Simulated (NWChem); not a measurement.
# SF (Monosulfur monofluoride) at 6 levels

Wanted: a comparison of 6 runs (UHF/6-31G*, UHF/def2-SVP, UPBE0/def2-SVP, UB3LYP/6-31G*, UB3LYP/cc-pVTZ, UPBE/cc-pVTZ) of SF (Monosulfur monofluoride). 

The results are computed with NWChem 7.3.0.

6 further runs of the same task are left out: 6 set aside as unsound or not needed. Runs told in other sessions of the task aren't counted.

## 1. The structure to begin with

SF has 2 atoms, charge 0, and is taken as a doublet. SMILES: `F[S]`. The shape is that of a PBE0-D4/def2-TZVP optimisation.

Bond lengths: F1–S2 1.594 Å.

## 2. Energy and gradient at UHF/6-31G(d) (spherical functions) (run 1)

Contents of fs.xyz:

```xyz
2
FS gradient
F      0.000000     0.000000     0.016120
S      0.000000     0.000000     1.610410
```

Contents of run.py:

```python
from ase.io import read
from ase.calculators.nwchem import NWChem

molecule = read('fs.xyz')

calc = NWChem(
    label='fs',
    theory='scf',
    memory='2200 mb',
    basis='6-31G*',
    basispar='spherical bse',
    scf={'nopen': '1', 'uhf': None, 'thresh': '1e-08', 'maxiter': '80'},
)
molecule.calc = calc

forces = molecule.get_forces()
e = molecule.get_potential_energy()
print(f"E = {e:.6f} eV")
print("forces (eV/A):")
for s, f in zip(molecule.symbols, forces):
    print(f"{s:2s} {f[0]:10.5f} {f[1]:10.5f} {f[2]:10.5f}")
```

Run with:

```bash
$ export ASE_NWCHEM_COMMAND="nwchem PREFIX.nwi > PREFIX.nwo"
$ python run.py
```

Standard output:

```text
E = -13520.863018 eV
forces (eV/A):
F     0.00000    0.00000   -0.12742
S    -0.00000   -0.00000    0.12742
```

The calculator wrote fs.nwi:

```
title "fs"

permanent_dir fs

scratch_dir fs

start fs

geometry units angstrom nocenter noautosym noautoz
  F  0.0000000000000000e+00 0.0000000000000000e+00 1.6119999999999999e-02
  S  0.0000000000000000e+00 0.0000000000000000e+00 1.6104099999999999e+00
end

memory 2200 mb

basis spherical bse noprint
   * library 6-31G*
end

scf
  nopen 1
  uhf
  thresh 1e-08
  maxiter 80
end

task scf gradient
```

fs.nwo (excerpt; [...] marks lines left out):

```text
[...]
      One electron energy =   -783.718772919523
[... 1 line left out ...]
 Nuclear repulsion energy =     47.796526263074
[... 35 lines left out ...]
          Final beta eigenvalues
[... 185 lines left out ...]
                     UHF Final Beta Molecular Orbital Analysis
[...]
  wavefunction    =   UHF
                         UHF ENERGY GRADIENTS
    atom               coordinates                        gradient
                 x          y          z           x          y          z
   1 F       0.000000   0.000000   0.030462   -0.000000  -0.000000   0.002478
   2 S       0.000000   0.000000   3.043234    0.000000   0.000000  -0.002478
[...]
```

Wall time 2.9 s (1 thread of Intel Xeon 6975P-C (Granite Rapids), shared host); peak memory 0.099 GiB.

## 3. Energy and forces at UHF/def2-SVP (run 2)

Contents of calc.nw:

```
echo
start calc
memory 2200 mb
geometry units angstrom noautosym nocenter noautoz
 F      0.000000     0.000000     0.016120
 S      0.000000     0.000000     1.610410
end
basis spherical bse
 * library def2-SVP
end
scf
 nopen 1
 uhf
 thresh 1e-08
 maxiter 80
 print medium
end
task scf gradient
```

Run with:

```bash
$ nwchem calc.nw > calc.out
```

Standard output:

```text
[...]
  functions       =    32
[...]
  wavefunction    = UHF
[...]
         Total SCF energy =   -496.693659098673
      One electron energy =   -783.384890568544
      Two electron energy =    238.894705206796
 Nuclear repulsion energy =     47.796526263074
                       Sz =      0.5000
                 Sz(Sz+1) =      0.7500
                      S^2 =      0.7602
[...]
                         UHF ENERGY GRADIENTS
    atom               coordinates                        gradient
                 x          y          z           x          y          z
   1 F       0.000000   0.000000   0.030462   -0.000000   0.000000   0.002904
   2 S       0.000000   0.000000   3.043234    0.000000  -0.000000  -0.002904
[...]
```

Run time: 1.6 s. Hardware: 1 thread of Intel Xeon 6975P-C (Granite Rapids), shared host; peak memory 0.099 GiB.

Runs 3 to 4 aren't shown in full; the table further down has their settings and results.

## 4. Energy and forces at UB3LYP/cc-pVTZ (run 5)

Contents of fs.nw:

```
start fs
memory 2200 mb

geometry units angstroms noautosym nocenter noautoz
   F      0.000000     0.000000     0.016120
   S      0.000000     0.000000     1.610410
end

basis "ao basis" spherical bse
   * library cc-pVTZ
end

dft
   xc b3lyp
   mult 2
   grid xfine
   convergence energy 1e-08
   iterations 100
   mulliken
   print medium
end

task dft gradient
```

Run with:

```bash
$ nwchem fs.nw > fs.out
```

Standard output:

```text
[...]
          Wavefunction type:  spin polarized.
          No. of atoms     :     2
          No. of electrons :    25
[...]
          Charge           :     0
          Spin multiplicity:     2
[...]
          AO basis - number of functions:    64
[...]
              XC Information
              --------------
                         B3LYP Method XC Potential
                     Hartree-Fock (Exact) Exchange  0.200
                        Slater Exchange Functional  0.800 local
                    Becke 1988 Exchange Functional  0.720 non-local
              Lee-Yang-Parr Correlation Functional  0.810
                  VWN I RPA Correlation Functional  0.190 local
[...]
 d= 0,ls=0.0,diis     1   -497.9936688227 -5.46D+02  4.32D-03  1.41D-01     1.6
[...]
 d= 0,ls=0.0,diis    10   -498.0344568364 -9.06D-09  4.66D-07  9.43D-10    11.5
[...]
         Total DFT energy =     -498.034456836382
      One electron energy =     -783.826700818185
           Coulomb energy =      274.112578367558
    Exchange-Corr. energy =      -36.116860648829
 Nuclear repulsion energy =       47.796526263074
[...]
      Total Density - Mulliken Population Analysis
     ---------------------------------------------
    Atom       Charge   Shell Charges
 -----------   ------   -------------------------------------------------------
    1 F    9     9.22   1.94  0.28  1.06  0.64  1.58  2.35  1.36  0.00  0.01  0.00
    2 S   16    15.78   2.00  1.85  0.26  1.20  0.65  5.80  0.86  2.04  0.97  0.05  0.09  0.03
[...]
      <S2> =      0.7538 (Exact =     0.7500)
[...]
  wavefunction    = open shell
                         DFT ENERGY GRADIENTS
    atom               coordinates                        gradient
                 x          y          z           x          y          z
   1 F       0.000000   0.000000   0.030462   -0.000000  -0.000000   0.014007
   2 S       0.000000   0.000000   3.043234    0.000000   0.000000  -0.014007
[...]
```

Wall time 17 s (1 thread of Intel Xeon 6975P-C (Granite Rapids), shared host); peak memory 0.12 GiB.

## 5. Energy and forces at UPBE/cc-pVTZ (run 6)

Contents of run.py:

```python
from ase import Atoms
from ase.calculators.nwchem import NWChem

atoms = Atoms(['F', 'S'], positions=[
    [-0.000000, -0.000000, 0.016120],
    [0.000000, 0.000000, 1.610410],
])

calc = NWChem(
    label='fs',
    theory='dft',
    memory='2200 mb',
    basis='cc-pVTZ',
    basispar='spherical bse',
    dft={'xc': 'xpbe96 cpbe96', 'mult': '2', 'grid': 'xfine', 'convergence': 'energy 1e-08', 'iterations': '100', 'mulliken': None},
)
atoms.calc = calc

forces = atoms.get_forces()
e = atoms.get_potential_energy()
print(f"E = {e:.6f} eV")
print("forces (eV/A):")
for s, f in zip(atoms.symbols, forces):
    print(f"{s:2s} {f[0]:10.5f} {f[1]:10.5f} {f[2]:10.5f}")
```

Run with:

```bash
$ export ASE_NWCHEM_COMMAND="nwchem PREFIX.nwi > PREFIX.nwo"
$ python run.py
```

Standard output:

```text
E = -13544.571049 eV
forces (eV/A):
F     0.00000    0.00000   -1.10120
S    -0.00000   -0.00000    1.10120
```

The calculator wrote fs.nwi:

```
title "fs"

permanent_dir fs

scratch_dir fs

start fs

geometry units angstrom nocenter noautosym noautoz
  F  -0.0000000000000000e+00 -0.0000000000000000e+00 1.6119999999999999e-02
  S  0.0000000000000000e+00 0.0000000000000000e+00 1.6104099999999999e+00
end

memory 2200 mb

basis spherical bse noprint
   * library cc-pVTZ
end

dft
  xc xpbe96 cpbe96
  mult 2
  grid xfine
  convergence energy 1e-08
  iterations 100
  mulliken
end

task dft gradient
```

fs.nwo (excerpt; [...] marks lines left out):

```text
[...]
      One electron energy =     -783.709202785377
[... 2 lines left out ...]
 Nuclear repulsion energy =       47.796526263074
[... 1041 lines left out ...]
          Convergence on energy requested:  1.00D-08
[... 20 lines left out ...]
          Spatial weights used:  Erf1
[...]
  wavefunction    = open shell
                         DFT ENERGY GRADIENTS
    atom               coordinates                        gradient
                 x          y          z           x          y          z
   1 F       0.000000   0.000000   0.030462   -0.000000  -0.000000   0.021415
   2 S       0.000000   0.000000   3.043234    0.000000   0.000000  -0.021415
[...]
```

Run time: 31 s. Hardware: 1 thread of Intel Xeon 6975P-C (Granite Rapids), shared host; peak memory 0.12 GiB.

## 6. All runs side by side

```
run                                level  iteration cap  module  energy (Eh)  dipole moment (D)  HOMO energy (eV)  LUMO energy (eV)  wall time
  1     UHF/6-31G* (spherical functions)             80     scf  -496.882555               1.34            -10.31              0.22      2.9 s
  2                         UHF/def2-SVP             80     scf  -496.693659               1.54            -10.41              0.38      1.6 s
  3                       UPBE0/def2-SVP            100     dft  -497.512478               0.99             -6.99             -4.19      3.6 s
  4  UB3LYP/6-31G* (Cartesian functions)            100     dft  -497.948099               0.78             -6.70             -4.56      4.2 s
  5                       UB3LYP/cc-pVTZ            100     dft  -498.034457               0.79             -6.95             -4.70       17 s
  6                         UPBE/cc-pVTZ            100     dft  -497.753809               0.58             -5.75             -5.43       31 s
```

## 7. Summary of results

| quantity | value |
| --- | --- |
| run 6: total energy | -497.75381 Eh |
| run 6: dipole moment | 0.58 D |
| run 6: HOMO energy (highest over α and β) | -5.75 eV |
| run 6: LUMO energy (lowest over α and β) | -5.43 eV |
| run 6: ⟨S²⟩ | 0.753 |
| run 6: largest force on an atom | 1.101 eV/Å |

**Reading.** The dipole moment (its size) runs from 0.58 D (UPBE/cc-pVTZ) to 1.54 D (UHF/def2-SVP). The two ends differ in method and basis. Totals of different functionals can't be ranked against each other. All runs together took 60 s, the longest 31 s.
